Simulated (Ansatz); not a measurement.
# SiH+ (triplet): from Hartree-Fock to the top rungs at distance Si1–H2 = 2.108 Å, cc-pVQZ

How much of the correlation energy of SiH+ (triplet) does each wave-function method recover here?

The runs use Ansatz 0.2.0, Gaussian basis; cc-pVQZ, correlated electrons: outside noble gas.

Plan: UHF; CCSD(T) on ROHF; CCSD(T) on UHF; BCCD(T) on ROHF; CCSDT(Q) on ROHF; CCSDT(Q) on UHF; CASSCF and NEVPT2, 4 electrons in 5 orbitals; Full CI.

**1. The system**

The geometry derives from a PBE0/def2-TZVP stationary point (not a proven minimum). One bond is set to the value named and the two fragments are kept rigid.

2 atoms, charge 1, spin multiplicity 3.

Atoms are counted from 1 here; the program's logs count them from 0.

No contacts short enough for the rule that draws bonds.

In the tables R marks a restricted open-shell determinant and U an unrestricted one; 'valence' is the active space of 4 electrons in 5 orbitals; correlation energies count from the lowest restricted Hartree-Fock solution.

**2. UHF**

in.yaml reads:

```yaml
crystal:
  periodic: [false, false, false]
  atoms:
    - {symbol: Si, position_ang: [0.000000, 0.000000, 0.000000]}
    - {symbol: H, position_ang: [0.000000, 0.000000, 2.108000]}
basis:
  gaussian: {orbitals: cc-pVQZ}
total_charge: 1
magnetization: {spin_polarized: true, initial_magnetization: 2}
hamiltonian: {xc: hf}
output: {orbitals: {seedname: orbitals}}
```

Command:

```console
$ ansatz run in.yaml --threads 1 --pin off --events-out ev --progress --plain --max-ram 2393MiB
```

After this run come: CCSD(T) on ROHF; CCSD(T) on UHF; BCCD(T) on ROHF; CCSDT(Q) on ROHF; CCSDT(Q) on UHF; CASSCF and NEVPT2, 4 electrons in 5 orbitals; Full CI.

**Question.** What will the summary of the whole plan be? Wanted: correlation energy, FCI; RMP2 from FCI; UMP2 from FCI; RCCSD from FCI; RCCSD(T) from FCI; UCCSD(T) from FCI; RCCSDT(Q) from FCI; UCCSDT(Q) from FCI; NEVPT2 valence from FCI.

**Answer**, as computed:

| quantity | value |
| --- | --- |
| correlation energy, FCI | -2.1070 eV |
| RMP2 from FCI | +572.9 meV |
| UMP2 from FCI | +573.1 meV |
| RCCSD from FCI | +75.0 meV |
| RCCSD(T) from FCI | +17.6 meV |
| UCCSD(T) from FCI | +17.0 meV |
| RCCSDT(Q) from FCI | 0.0 meV |
| UCCSDT(Q) from FCI | -0.8 meV |
| NEVPT2 valence from FCI | +308.3 meV |
| levels of the table within 1 kcal/mol (43 meV) | RCCSD(T), UCCSD(T), BCCD(T), RCCSDT, UCCSDT, RCCSDT(Q), UCCSDT(Q) |
| T1 diagnostic | 0.046 |
| effectively unpaired electrons | 2.05 |

In words: RCCSD(T) lands +17.6 meV from the yardstick (0.8 % of the correlation energy). The occupations are near whole numbers, but T1 = 0.046 shows that the orbitals relax strongly. These misses are within one basis, not against nature; the frozen cores of restricted and unrestricted runs differ, which can shift their rows.
